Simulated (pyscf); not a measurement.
`[O]=[Mo]([OH])([OH])([F])[F]` → `[O]=[Mo](=[O])([F])[F]` + `[OH2]` (elimination; singlet surface; H–O, Mo–O broken, H–O formed). Single points on ωB97X-D3(BJ)/def2-SVP structures (PySCF, gas phase). Energies in kcal/mol from the reactant's lowest minimum found.

```
level                      barrier  reaction energy
----------------------  ----------  ---------------
ωB97X-D3(BJ)/def2-TZVP  (withheld)             +6.3
PBE/def2-TZVP                 18.1             +4.8
r²SCAN/def2-TZVP              20.7             +9.3
B3LYP-D3(BJ)/def2-TZVP        21.9             +6.4
M06-2X/def2-TZVP        (withheld)       (withheld)
ωB97M-D3(BJ)/def2-TZVP        21.9             +4.6
```

Q: Some entries are withheld; supply them.

A: 
- ωB97X-D3(BJ)/def2-TZVP, barrier: 22.3
- M06-2X/def2-TZVP, barrier: 22.1
- M06-2X/def2-TZVP, reaction energy: +7.1

The functionals in the table span 4.2 kcal/mol in this barrier, from PBE to ωB97X-D3(BJ)/def2-TZVP. On the product side the descent ends in an adduct with a Mo–O contact (not fully relaxed), 14.0 kcal/mol under the separated species and 29.9 kcal/mol under the saddle at ωB97X-D3(BJ)/def2-TZVP. What is counted as broken (Mo–O) persists as a longer contact in the product adduct; parting that adduct is a step of its own. One saddle was located; it need not be the lowest between these sides. Elements past Kr carry the def2 core potentials, without spin-orbit coupling.
